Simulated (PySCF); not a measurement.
C₄H₈, SMILES C/C=C\C (GFN2-xTB optimised geometry):

```
12

C      1.480    -0.997     0.000
C     -0.014    -0.997     0.000
C     -0.825     0.050     0.000
C     -0.451     1.497     0.001
H      1.849    -1.541     0.869
H      1.849    -1.508    -0.889
H      1.894     0.007     0.018
H     -0.452    -1.988    -0.002
H     -1.894    -0.126    -0.001
H     -0.877     1.988     0.876
H     -0.862     1.985    -0.883
H      0.624     1.646     0.009
```

Method: PBE0/def2-TZVP (PySCF).

Question: What are the frontier orbital energies and the dipole moment?

Answer: HOMO-2 -10.18 eV, HOMO-1 -9.23 eV, HOMO -6.92 eV, LUMO 0.86 eV, LUMO+1 1.44 eV; dipole moment 0.22 D.

Meta-Löwdin charges at PBE0/def2-TZVP: C1 -0.35, C2 -0.13, C3 -0.13, C4 -0.35, H5 0.12, H6 0.13, H7 0.12, H8 0.11, H9 0.11, H10 0.12, H11 0.13, H12 0.12.
